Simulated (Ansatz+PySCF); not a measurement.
A calculation with Ansatz (development build ahead of 0.2.0).

```yaml
crystal:
  periodic: [false, false, false]
  atoms:
    - { symbol: C, position_ang: [0.66784, 0.78334, 0.0] }
    - { symbol: C, position_ang: [-0.66784, 0.78334, 0.0] }
    - { symbol: C, position_ang: [-0.66784, -0.78334, 0.0] }
    - { symbol: C, position_ang: [0.66784, -0.78334, 0.0] }
    - { symbol: H, position_ang: [1.44083, 1.55321, 0.0] }
    - { symbol: H, position_ang: [-1.44083, 1.55321, 0.0] }
    - { symbol: H, position_ang: [-1.44083, -1.55321, 0.0] }
    - { symbol: H, position_ang: [1.44083, -1.55321, 0.0] }
basis:
  gaussian: { orbitals: def2-SVP }
hamiltonian:
  xc: hf
correlation:
  method: mp2
  frozen_orbitals: { C: 1, H: 0 }
scf:
  omitted_lower_state_checks: [stability, starts, atomic_configurations, cluster_reference, orbital_swaps, given_window_search, neighbouring_geometries, increment]
```

The input is written out in the form of the current development build from the run's settings.

Output:

| Item | Value |
| --- | --- |
| Converged | yes |
| Reference energy | -153.52851 hartree |
| Correlation energy | -0.52310 hartree |
| Total energy | -154.05161 hartree |
| Spin squared of the determinant | 0.000 |
| Occupied orbitals by symmetry in an Abelian subgroup (alpha; beta) | 4 Ag 3 B1u 1 B2g 3 B2u 2 B3g 1 B3u; 4 Ag 3 B1u 1 B2g 3 B2u 2 B3g 1 B3u |

Caution: an unrestricted determinant lies well below.
